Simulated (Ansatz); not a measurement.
A made-up structure of AlSiH3F (charge +1), closed shell:

```
6
angstrom
F -1.8424 -0.4476 0.6941
Al -0.3801 -0.8628 -0.1862
Si 0.4656 0.6878 0.0703
H 0.3853 -1.8447 -0.9737
H 0.1564 1.7043 -0.9023
H 1.2152 0.7630 1.2979
```

It is relaxed with PBE-D4/def2-SVP and then PBE0-D4/def2-TZVP (Ansatz 0.2.0). Atoms count as bonded within 1.22 times the sum of their covalent radii (H–H: 0.88 Å). The end point is not checked to be a true minimum.

Task: Does its bonding change? (A judgement: the text doesn't fix the answer.)

Result: The calculation gives: Yes. Formed: F1–Si3; broken: none.

Where it ends: The first stage lowers the energy by 5.64 eV in 15 steps. It ends as AlSiH₃F ([F]1[AlH][SiH2]1), total charge +1:
```csv
atom,x (Å),y (Å),z (Å)
F1,-1.0383,-0.1275,0.4444
Al2,0.0306,-1.2838,-0.5637
Si3,0.4387,0.8891,0.1694
H4,-0.4175,-2.7195,-0.9623
H5,-0.0104,2.0691,-0.5921
H6,0.9970,1.1726,1.5043
```

Labels in which every atom is bracketed show which atoms are joined, not bond orders.

For scale, one of the runs: PBE0-D4/def2-TZVP relaxation, 123 basis functions, launched by `ansatz run in.yaml --threads 2 --pin off --events-out ev --progress --plain --max-ram 4352MiB`. Hardware: 2 CPU threads of an Arm Neoverse V1, shared host. Wall time about 14 s.
